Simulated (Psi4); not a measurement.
# C2H2FS− (SMILES C=C(F)[S-]), step by step

We compute a geometry optimisation (BP86/6-31G*), then the harmonic vibrations, then the excited states (TDA-BP86/6-31G*) of C2H2FS−. 

The calculation is run with Psi4 1.11.

## Step 1: Starting point

C2H2FS− has 6 atoms, charge -1, and is taken as a singlet. SMILES: `C=C(F)[S-]`. Geometry: relaxed at GFN2-xTB. The run starts from this shape.

Bond lengths: C1–C2 1.339 Å, C2–F3 1.399 Å, C2–S4 1.684 Å, C1–H5 1.074 Å, C1–H6 1.079 Å. Angles: C1–C2–F3 114.8°, C1–C2–S4 129.1°, F3–C2–S4 116.1°, C2–C1–H5 120.2°, C2–C1–H6 121.5°, H5–C1–H6 118.3°.

## Step 2: A geometry optimisation at BP86/6-31G(d) (density fitting, Cartesian functions) (run 1)

The input, calc.inp:

```
memory 1600 mb

molecule molecule1 {
  -1 1
  C     -0.134120     0.748510     0.017720
  C      0.106370    -0.569060    -0.000420
  F      0.607450    -1.090970     1.196540
  S     -0.110620    -1.670340    -1.255710
  H     -0.520330     1.238760    -0.856410
  H      0.051250     1.343090     0.898280
}

set geom_maxiter 60

result = optimize("bp86/6-31G*")
```

Started as:

```console
psi4 -i calc.inp -o calc.out -n 1
```

calc.out:

```text
[...]
  Running in c1 symmetry.
[...]
  Nuclear repulsion =  142.551973020014003
[...]
  Multiplicity = 1
[...]
  Nalpha       = 20
  Nbeta        = 20
[...]
    Number of basis functions: 68
[...]
   @DF-RKS iter   1:  -575.13683767014186   -6.50068e-02   1.14492e-02 DIIS/ADIIS
[...]
   @DF-RKS iter   8:  -575.48300828633955   -8.52651e-12   5.48049e-09 DIIS
[...]
    Orbital Energies [Eh]
    ---------------------
    Doubly Occupied:
       1A    -87.856566     2A    -24.084740     3A     -9.802840
       4A     -9.702760     5A     -7.418576     6A     -5.442962
       7A     -5.434811     8A     -5.433269     9A     -0.881263
      10A     -0.492175    11A     -0.400973    12A     -0.295451
      13A     -0.217908    14A     -0.194038    15A     -0.172066
      16A     -0.137054    17A     -0.085782    18A     -0.038842
      19A      0.027068    20A      0.040547
[...]
  @DF-RKS Final Energy:  -575.48300828633955
   => Energetics <=
    Nuclear Repulsion Energy =            139.9860247822780934
    One-Electron Energy =               -1080.7096217928487931
    Two-Electron Energy =                 413.1995068200997139
    DFT Exchange-Correlation Energy =     -47.9589180958684906
    Empirical Dispersion Energy =           0.0000000000000000
    VV10 Nonlocal Energy =                  0.0000000000000000
    Total Energy =                       -575.4830082863395546
[...]
 Multipole Moments:
 ------------------------------------------------------------------------------------
     Multipole            Electronic (a.u.)      Nuclear  (a.u.)        Total (a.u.)
 ------------------------------------------------------------------------------------
 L = 1.  Multiply by 2.5417464519 to convert [e a0] to [Debye]
 Dipole X            :          1.2681605           -1.1065001            0.1616605
 Dipole Y            :         -3.7775531            4.3294481            0.5518950
 Dipole Z            :          1.6654198           -0.8791827            0.7862371
 Magnitude           :                                                    0.9741103
[...]
  -Total Gradient:
     Atom            X                  Y                   Z
    ------   -----------------  -----------------  -----------------
       1        0.000001093875    -0.000072989276    -0.000040531358
       2        0.000111860941     0.000126209603     0.000417328430
       3       -0.000095148829     0.000076288812    -0.000245493108
       4       -0.000033621885    -0.000075101519    -0.000145807117
       5       -0.000015365252     0.000033878596    -0.000028809336
       6       -0.000017457223     0.000006212115    -0.000048259329
[...]
    Final optimized geometry and variables:
    Molecular point group: c1
    Full point group: C1
    Geometry (in Angstrom), charge = -1, multiplicity = 1:
    C           -0.232535885577     1.694239299325     0.250866594080
    C            0.005966449871     0.350945226496     0.212664468128
    F            0.511008624140    -0.153612529243     1.431101149835
    S           -0.197792157137    -0.817763747523    -1.041119120028
    H           -0.625369489092     2.210725039543    -0.628086980585
    H           -0.035151618813     2.275945807672     1.159652710462
    Psi4 run time: 0:00:09.69
[...]
```

Standard output:

```text
Optimizer: Optimization complete!
```

Wall time 11 s (1 thread of Intel Xeon 6975P-C (Granite Rapids), shared host); peak memory 0.48 GiB.

Steps, from the record of the run:

| step | energy from the first frame kept (eV) | largest force (eV/Å) |
| --- | --- | --- |
| 0 | 0.0000 | 1.4331 |
| 1 | -0.0725 | 0.2522 |
| 2 | -0.0734 | 0.0831 |
| 3 | -0.0735 | 0.0231 |

After the run. Bond lengths: C1–C2 1.365 Å, C2–F3 1.412 Å, C2–S4 1.726 Å, C1–H5 1.093 Å, C1–H6 1.097 Å. Angles: C1–C2–F3 113.0°, C1–C2–S4 131.8°, F3–C2–S4 115.3°, C2–C1–H5 120.4°, C2–C1–H6 120.9°, H5–C1–H6 118.7°.

## Step 3: The harmonic vibrations at BP86/6-31G(d) (density fitting, Cartesian functions) (run 2)

The input, c2h2fs.inp:

```
memory 1600 mb

molecule molecule1 {
  -1 1
  C     -0.26274185     1.49873612     0.05271958
  C      0.18796161    -1.03972164    -0.01947174
  F      1.14235267    -1.99319808     2.28303860
  S     -0.19708710    -3.24826157    -2.38878012
  H     -1.00509052     2.47475321    -1.60826276
  H      0.11025985     2.59800115     1.77007623
  units bohr
  symmetry c1
}

set {
  basis 6-31G*
  t 298.15
  rotational_symmetry_number 1
}

frequency('bp86')
print_variables()
```

Started as:

```console
psi4 -i c2h2fs.inp -o c2h2fs.out -n 1
```

c2h2fs.out, cut to the lines that bear on the results:

```text
[...]
  Running in c1 symmetry.
[...]
  Nuclear repulsion =  139.986031806633918
[...]
  Multiplicity = 1
[...]
  Nalpha       = 20
  Nbeta        = 20
[...]
    Number of basis functions: 68
[...]
   @DF-RKS iter   1:  -575.16164600767229   -1.84290e-01   1.10394e-02 DIIS/ADIIS
[...]
   @DF-RKS iter  13:  -575.48300496125273   -1.02318e-12   1.66734e-09 DIIS
[...]
  @DF-RKS Final Energy:  -575.48300496125273
   => Energetics <=
    Nuclear Repulsion Energy =            139.9964576137461165
    One-Electron Energy =               -1080.7299555798872461
    Two-Electron Energy =                 413.2104723481684800
    DFT Exchange-Correlation Energy =     -47.9599793432800183
    Empirical Dispersion Energy =           0.0000000000000000
    VV10 Nonlocal Energy =                  0.0000000000000000
    Total Energy =                       -575.4830049612527318
[...]
 Multipole Moments:
[...]
  -Total Gradient:
     Atom            X                  Y                   Z
    ------   -----------------  -----------------  -----------------
       1       -0.000142504284     0.000723047114    -0.000035841088
       2        0.000126840374     0.000104161237     0.000426549268
       3       -0.000110205042     0.000073643212    -0.000241298599
       4       -0.000027710821    -0.000072413764    -0.000151561211
       5        0.000334819260    -0.000322942864     0.000866545696
       6       -0.000229685111    -0.000410847221    -0.000955915851
[...]
  ==> Harmonic Vibrational Analysis <==
[...]
  Freq [cm^-1]                 362.2116            422.3914            531.7171
[...]
  IR activ [km/mol]             0.2561              0.6260             15.2875
[...]
  Freq [cm^-1]                 590.7581            650.1619            698.4308
[...]
  IR activ [km/mol]            56.9369              2.0625             23.0560
[...]
  Freq [cm^-1]                 844.9646           1100.1794           1348.5163
[...]
  IR activ [km/mol]            129.7656            145.6088            59.5757
[...]
  Freq [cm^-1]                1570.6327           3065.4364           3167.3919
[...]
  IR activ [km/mol]            224.6045            32.3468             39.2056
[...]
  Total E_0, Enthalpy at 0 [K]                                                         -575.45031022 [Eh]
[...]
  Total H, Enthalpy at  298.15 [K]                                                     -575.44517869 [Eh]
[...]
```

Standard output:

```text
Warning: used thermodynamics relations inappropriate for low-frequency modes: ['362.2116' '422.3914' '531.7171' '590.7581']
```

Run time: 85 s. Hardware: 1 thread of Intel Xeon 6975P-C (Granite Rapids), shared host; peak memory 0.46 GiB.

## Step 4: The excited states at TDA-BP86/6-31G(d) (density fitting, Cartesian functions, save jk yes) (run 3)

The input, c2h2fs.inp:

```
memory 1600 mb

molecule geom {
  -1 1
  C
  C 1 1.364837
  F 2 1.412173 1 112.95436
  S 2 1.726086 1 131.76689 3 -179.9971
  H 1 1.092537 2 120.37068 3 179.99817
  H 1 1.09692 5 118.7199 2 179.99968
  units angstrom
  symmetry c1
}

set basis 6-31G*
set save_jk true

from psi4.driver.procrouting.response.scf_response import tdscf_excitations
energy_value, wavefunction = energy('bp86', return_wfn=True)
states = tdscf_excitations(wavefunction, states=6, tda=True)
print_variables()
```

Started as:

```console
psi4 c2h2fs.inp c2h2fs.out -n 1
```

c2h2fs.out, cut to the lines that bear on the results:

```text
[...]
  Running in c1 symmetry.
[...]
  Nuclear repulsion =  139.986041708821972
[...]
  Multiplicity = 1
[...]
  Nalpha       = 20
  Nbeta        = 20
[...]
    Number of basis functions: 68
[...]
   @DF-RKS iter   1:  -575.16164589736729   -1.84290e-01   1.10394e-02 DIIS/ADIIS
[...]
   @DF-RKS iter  10:  -575.48300828610331   -4.31032e-09   2.04359e-07 DIIS
[...]
  @DF-RKS Final Energy:  -575.48300828610331
   => Energetics <=
    Nuclear Repulsion Energy =            139.9860417088219720
    One-Electron Energy =               -1080.7096644827001910
    Two-Electron Energy =                 413.1995355420247051
    DFT Exchange-Correlation Energy =     -47.9589210542497426
    Empirical Dispersion Energy =           0.0000000000000000
    VV10 Nonlocal Energy =                  0.0000000000000000
    Total Energy =                       -575.4830082861033134
[...]
 Multipole Moments:
 ------------------------------------------------------------------------------------
     Multipole            Electronic (a.u.)      Nuclear  (a.u.)        Total (a.u.)
 ------------------------------------------------------------------------------------
 L = 1.  Multiply by 2.5417464519 to convert [e a0] to [Debye]
 Dipole X            :          0.0000077            0.0000192            0.0000269
 Dipole Y            :         -1.8700094            1.0572490           -0.8127603
 Dipole Z            :          3.8929171           -4.4298579           -0.5369409
 Magnitude           :                                                    0.9741072
[...]
**********                               WARNING                                **********
**********       The names of excited state variables changed between 1.5       **********
[...]
**********                               WARNING                                **********
**********  Length-gauge rotatory strengths are **NOT** gauge-origin invariant  **********
[...]
                                    Excitation Energy         Total Energy        Oscillator Strength             Rotatory Strength
[...]
Excited State    1 (1 A):   0.17133 au   265.94 nm f = 0.0002
[...]
Excited State    3 (1 A):   0.22575 au   201.83 nm f = 0.0006
[...]
Excited State    4 (1 A):   0.23445 au   194.34 nm f = 0.0034
[...]
Excited State    5 (1 A):   0.24718 au   184.33 nm f = 0.0013
[...]
Excited State    6 (1 A):   0.24807 au   183.67 nm f = 0.0843
[...]
```

It took 7.5 s on 1 thread of Intel Xeon 6975P-C (Granite Rapids), shared host; peak memory 0.45 GiB.

The roots found:

| excited state | energy (eV) | strength | label |
| --- | --- | --- | --- |
| 1 | 4.662 | 0.0002 | A 1 |
| 2 | 5.633 | 0.2120 | A 1 |
| 3 | 6.143 | 0.0006 | A 1 |
| 4 | 6.380 | 0.0034 | A 1 |
| 5 | 6.726 | 0.0013 | A 1 |
| 6 | 6.750 | 0.0843 | A 1 |

## Step 5: Summary of results

| quantity | value |
| --- | --- |
| run 1, BP86/6-31G*: total energy at the end | -575.48301 Eh |
| run 1, BP86/6-31G*: HOMO energy | 1.10 eV |
| run 1, BP86/6-31G*: LUMO energy | 5.32 eV |
| run 1, BP86/6-31G*: HOMO–LUMO gap (to an unbound level, set by the basis) | 4.22 eV |
| run 2, BP86/6-31G*: lowest harmonic wavenumber | 362 cm⁻¹ |
| run 2, BP86/6-31G*: highest harmonic wavenumber | 3167 cm⁻¹ |
| run 2, BP86/6-31G*: zero-point energy | 85.8 kJ/mol |
| run 2, BP86/6-31G*: ideal-gas entropy at 298.15 K (symmetry number 1 as used) | 68.0 cal/(mol K) |
| run 3, TDA-BP86/6-31G*: ground-state or mean-field energy | -575.48301 Eh |
| run 3, TDA-BP86/6-31G*: HOMO energy (BP86 Kohn–Sham orbitals) | 1.10 eV |
| run 3, TDA-BP86/6-31G*: LUMO energy (BP86 Kohn–Sham orbitals) | 5.32 eV |
| run 3, TDA-BP86/6-31G*: HOMO–LUMO gap (to an unbound level, set by the basis) | 4.22 eV |
| run 3, TDA-BP86/6-31G*: lowest excitation energy | 4.66 eV |

The optimisation (run 1, BP86/6-31G*) took 4 steps and changed the energy by -0.074 eV. The HOMO (run 1, BP86/6-31G*) lies at positive energy, 1.10 eV, as semi-local functionals often give for anions; only total energies tell whether the electron is bound. All 12 modes (run 2, BP86/6-31G*) are real, so the shape is a minimum at this level. The brightest of the 6 transitions from the ground state lies at 5.63 eV (220 nm, f = 0.212); the lowest, at 4.66 eV, has f = 0.000. For an anion, states without diffuse functions may be basis-held continuum. The HOMO (run 3, TDA-BP86/6-31G*) lies at positive energy, 1.10 eV, as semi-local functionals often give for anions: the electron is unbound at this level or held by a compact basis; values depend on the basis.
